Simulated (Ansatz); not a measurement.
1T (CdI2-type) SnSe₂: LDA at its full settings (plane-wave cutoff 520 eV, 12×12×6 k mesh (along the axes of the cell as run), Fermi–Dirac smearing 0.01 eV, scalar-relativistic PAW data made under PBE) and at cheaper ones, in a cell of 3 atoms with Γ-centred meshes.

```
level and setting             equilibrium lattice constant a (Å)  c axis length (Å)  bulk modulus B0 (GPa)
----------------------------  ----------------------------------  -----------------  ---------------------
LDA (Ansatz)                                               3.800              5.893                   30.2
LDA (Γ point alone) (Ansatz)                               5.939              1.883                   57.1
LDA (2×2×2 k mesh) (Ansatz)                                4.221              4.275                   77.0
LDA (4×4×4 k mesh) (Ansatz)                                3.835              5.815                   32.8
```

Largest shifts from the full settings: lattice constant a +56 % (LDA (Γ point alone)); lattice parameter c -68 % (LDA (Γ point alone)), against a difference of -4.02 % of the full result from the reference 6.14 Å (measured, temperature not stated, not corrected to a static lattice; as tabulated in Gonzalez and Oleynik (2016), arXiv:1609.04381); bulk modulus +155 % (LDA (2×2×2 k mesh)).

The full settings aren't shown to be converged themselves.

Caveats: LDA has no dispersion term either, though it tends to give short spacings of layers, chains or molecules (LDA, LDA (Γ point alone), LDA (2×2×2 k mesh), LDA (4×4×4 k mesh)). Ansatz's density-functional and Hartree–Fock values are scalar-relativistic unless marked +SOC, with PAW data made under PBE.

Run with cheap settings on purpose, which may leave them unconverged: LDA (2×2×2 k mesh), LDA (4×4×4 k mesh), LDA (Γ point alone).

Ansatz is a first-principles code.
